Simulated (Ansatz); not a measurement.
The same path of FH3Si (5 atoms, charge 0, multiplicity 1) was run 3 times with different band settings. Lost on the way: Si1–H3. Made: F2–H3.

Theory: RKS r2SCAN/def2-SVP (Ansatz 0.2.0).

Relaxed end points:

```xyz
5
Properties=species:S:1:pos:R:3
Si 0.247 0.000 0.136
F 0.317 0.000 1.760
H 1.636 0.000 -0.399
H -0.478 1.222 -0.309
H -0.478 -1.222 -0.309
```

```xyz
5
Properties=species:S:1:pos:R:3
Si -0.014 0.000 -0.743
F 1.097 0.000 1.157
H 1.970 0.000 0.824
H -0.905 1.105 -0.179
H -0.905 -1.105 -0.179
```

Common settings: movable images 5; climbing image yes; start path through a guess of the saddle point; force threshold 0.03 eV/Å; iteration limit 60; end points relaxed.

| run | spring | optimiser | largest step |
| --- | --- | --- | --- |
| 1 | 5.0 eV/Å² | quadratic models (default) | default |
| 2 | 5.0 eV/Å² | lbfgs | 0.5 Å |
| 3 | 2.0 to 10.0 eV/Å², energy-weighted | quadratic models (default) | default |

**Question.** What does each run give, and how far can it be trusted?

**Answer.** Run 1: converged after 6 iterations, highest image 3.579 eV above the first end. Neighbouring images differ by up to 1.6 eV, so the band resolves the path poorly. A vibrational analysis at the climbing image gives one clearly imaginary mode, 943i cm⁻¹: a first-order saddle point.
Run 2: converged after 28 iterations, highest image 3.579 eV above the first end. Neighbouring images differ by up to 1.6 eV, so the band resolves the path poorly. Another band between the same ends (5 images) ends at a top of the same energy, where a vibrational analysis finds 1 clearly imaginary mode.
Run 3: converged after 8 iterations, highest image 3.579 eV above the first end. Neighbouring images differ by up to 1.9 eV, so the band resolves the path poorly. Another band between the same ends (5 images) ends at a top of the same energy, where a vibrational analysis finds 1 clearly imaginary mode.
The orbitals stay closed-shell, which can raise the energy where a bond breaks towards radicals; this wasn't checked here.
